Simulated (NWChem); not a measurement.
System: nitrogen (N₂); SMILES N#N

Input file for NWChem:

```
start job
memory heap 200 mb stack 900 mb global 1100 mb
geometry units angstroms noautosym nocenter noautoz
  N      0.000000     0.000000     0.544738
  N      0.000000     0.000000    -0.544738
end
basis spherical
  * library 6-31+g*
end
dft
  xc hfexch
  iterations 150
end
tddft
  cis
  nroots 6
  notriplet
end
task tddft energy
```

Coordinates come from a PBE0-D3(BJ)/def2-TZVP optimisation.

Vertical excitations in the gas phase.

Predict the main results of this run. (Hartree-Fock/6-31+G* (spherical d), CIS.) Quantities: lowest excitation, singlet (eV); oscillator strength of that lowest state; orbital gap (eV).

The lowest excitation, singlet (eV) comes out as 8.70. The oscillator strength of that lowest state comes out as 0.000 and the orbital gap (eV) is 20.45.
